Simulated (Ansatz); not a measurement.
Basis-set extrapolation for AlClO, SMILES `[O]=[Al][Cl]` (PBE0-D4/def2-TZVP geometry, frozen core, Ansatz 0.2.0). Multiplicity 1, RHF reference.

```csv
,def2-TZVPP,def2-QZVPP
HF,-776.373723,-776.396895
MP2 correlation,-0.505754,-0.550327
CCSD(T) correlation,-0.537569,-0.581182
```

Energies in hartree. Use E(X) = E(∞) + A·exp(−7.88·√X) for Hartree–Fock and E(X) = E(∞) + B·X^(−2.97) for correlation, with X = 3 and 4.

Problem. What is the CCSD(T) energy at the basis-set limit?

Solution. HF limit: -776.396895 + (-0.023172) × 0.13774 = -776.40009. Correlation limit: -0.581182 + (-0.043613) × 0.74074 = -0.61349. Total: -777.01358 hartree, 268.6 kJ/mol below CCSD(T)/def2-TZVPP.
